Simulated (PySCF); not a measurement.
# BrO2S: the cost of one run

Programs: PySCF 2.14.0. All values are calculated, for the isolated system unless a continuum is named. Atoms count from 0, parts from 1.

### Step 1. Starting point

4 atoms, charge -1, multiplicity 1; geometry: GFN2-xTB. Parts: 1 = atoms 0–2, `O=S=O`, charge 0; 2 = atom 3, `[Br-]`, charge -1. In the given geometry S1 and Br3 of different parts are bonded (2.42 Å), so values for the parts refer to these atom groups.

### Step 2. Optimising the geometry at PBE0-D3(BJ)/def2-TZVPD

The job: settings as JSON, then the geometry in Å.

```
{"job": {"xc": "PBE0", "basis": "def2-TZVPD", "d3": "d3bj", "grid": 3, "kind": "geom", "shake": 0.01}, "charge": -1, "multiplicity": 1, "parts": [{"atoms": "0-2", "charge": 0, "multiplicity": 1}, {"atoms": "3-3", "charge": -1, "multiplicity": 1}]}
O     -1.196582    -0.341589     0.017107
S     -0.105477     0.611754    -0.152232
O      1.187329    -0.044043    -0.200540
Br    -0.351911     1.462181    -2.406892
```

Command:

```console
> OMP_NUM_THREADS=1 python cluster_run.py task.json out
```

The driver reads the jobs from task.json and runs them one after another.

Q: Estimate the wall time and peak memory of this first job on 1 thread of Arm Neoverse V1, shared host.

About 70 s, with a peak of 0.67 GiB.
